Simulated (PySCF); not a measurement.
Compound: oxetane, C3H6O.
SMILES with atom numbers: `[CH2:1]1[CH2:2][O:3][CH2:4]1` (hydrogens: H5, H6 on C1; H7, H8 on C2; H9, H10 on C4)

Method: PBE0-D3(BJ)/def2-TZVP geometry optimisation, gas phase in PySCF 2.14.0; density fitting, grid level 2; the optimiser is geomeTRIC in internal coordinates, started from a GFN2-xTB structure with every atom displaced at random (about 0.01 Å).

Step 0: E = -5250.6347 eV
```
atom  x, y, z in Å  |  force x, y, z in eV/Å
C1     -0.3729    0.1033   -0.6651   -0.798   0.817  -1.500
C2      0.5675   -0.9142   -0.0957    0.780  -0.882   0.039
O3      0.6365   -0.1934    1.1429    1.073  -1.209   0.441
C4     -0.2200    0.7883    0.6632   -0.721   2.249   0.759
H5     -0.0056    0.6842   -1.5257   -0.013  -0.266   0.261
H6     -1.3853   -0.2297   -0.9131    0.160  -0.102   0.117
H7      0.1591   -1.9265    0.0341    0.054   0.130   0.063
H8      1.5522   -1.0051   -0.5992   -0.350   0.109   0.290
H9      0.2702    1.8073    0.6629   -0.429  -0.823  -0.148
H10    -1.1323    0.8745    1.2906    0.244  -0.023  -0.322
```

Step 1: E = -5250.4389 eV
```
atom  x, y, z in Å  |  force x, y, z in eV/Å
C1     -0.3809    0.1339   -0.6713   -0.521  -0.614   0.242
C2      0.5926   -0.8989   -0.0996   -0.007   0.040  -0.250
O3      0.6604   -0.2153    1.1521   -0.080   0.209   0.335
C4     -0.2950    0.7868    0.7329    0.582  -0.335  -0.793
H5      0.0283    0.7383   -1.4754   -0.031   0.215   0.036
H6     -1.3351   -0.2655   -0.9906   -0.240  -0.125  -0.049
H7      0.1458   -1.8756    0.0419   -0.103  -0.449  -0.016
H8      1.5616   -1.0434   -0.6248   -0.342   0.343   0.411
H9      0.2415    1.6864    0.4821    0.049   1.024   0.996
H10    -1.1498    0.9421    1.4477    0.694  -0.308  -0.911
```

Step 2: E = -5250.6658 eV
```
atom  x, y, z in Å  |  force x, y, z in eV/Å
C1     -0.3942    0.1215   -0.6823   -0.014  -0.068   0.295
C2      0.5845   -0.9008   -0.0975   -0.237  -0.404  -0.008
O3      0.6633   -0.2138    1.1558   -0.106   0.158  -0.123
C4     -0.2600    0.7937    0.7037    0.586   0.121  -0.573
H5     -0.0009    0.7357   -1.4900    0.015  -0.018  -0.037
H6     -1.3581   -0.2850   -0.9880   -0.046   0.074   0.175
H7      0.1433   -1.8924    0.0501    0.051  -0.068  -0.077
H8      1.5489   -1.0291   -0.6034    0.005   0.201   0.118
H9      0.2640    1.7486    0.5804   -0.182   0.131   0.376
H10    -1.1214    0.9103    1.3663   -0.071  -0.126  -0.145
```

Problem. Estimate the geometry and energy of step 3. (The exact step hangs on the optimiser's Hessian estimate; all steps are aligned on step 2, rigid shifts and turns removed.)

Solution. E = -5250.7225 eV, largest force 0.292 eV/Å
```
atom  x, y, z in Å  |  force x, y, z in eV/Å
C1     -0.3885    0.1197   -0.6797    0.095   0.106  -0.045
C2      0.5789   -0.9155   -0.0994   -0.235  -0.164   0.056
O3      0.6694   -0.2065    1.1416    0.034   0.040   0.058
C4     -0.2368    0.8069    0.6828    0.235   0.013  -0.168
H5     -0.0022    0.7172   -1.5046    0.007  -0.105  -0.075
H6     -1.3718   -0.2657   -0.9442   -0.048   0.075   0.092
H7      0.1448   -1.9124    0.0484    0.055   0.034  -0.039
H8      1.5454   -1.0253   -0.5970    0.074   0.082  -0.002
H9      0.2562    1.7854    0.6402   -0.070  -0.013   0.040
H10    -1.1261    0.8850    1.3068   -0.147  -0.069   0.082
```

The energy changes by -0.0568 eV. The first-order estimate −F·Δx gives -0.0922 eV and the mean of the old and new forces, exact on a quadratic surface, -0.0568 eV. The step makes an angle of 49° with the force vector and moves no atom by more than 0.071 Å.

The cost below is that of the whole optimisation. On one thread of an Arm Neoverse V2, on a shared host, this took 43 s and 0.76 GiB of memory at its peak.
